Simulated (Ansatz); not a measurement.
Rutile SnO2, treated with BLYP (Ansatz, a quantum-chemistry and plane-wave program, PAW).

Numerical settings: plane-wave cutoff 520 eV, 8×8×10 k mesh (along the axes of the cell as run), Fermi–Dirac smearing 0.01 eV, scalar-relativistic PAW data made under PBE.

Cell (measured lattice):

```
CELL_PARAMETERS angstrom
      4.73735     0.00000     0.00000
      0.00000     4.73735     0.00000
      0.00000     0.00000     3.18640
ATOMIC_POSITIONS crystal
  Sn 0.00000 0.00000 0.00000
  Sn 0.50000 0.50000 0.50000
  O  0.30577 0.30577 0.00000
  O  0.80577 0.19423 0.50000
  O  0.19423 0.80577 0.50000
  O  0.69423 0.69423 0.00000
```

Question: Predict the band gap.

Answer: 
- band gap = 1.29 eV

Measured, for comparison: band gap 3.81 eV (zero-point renormalisation of 215 meV (computed, non-adiabatic AHC, without the lattice-expansion part) added back here to the 1.8 K gap of; inputs from Miglio et al. (2020), arXiv:2011.12765).

Note: cell and atoms aren't relaxed at this level (largest force component 0.09 eV/Å, pressure 16.5 GPa).

Spin–orbit coupling is not included.

It cost around 23 core-seconds (rough) of CPU time.
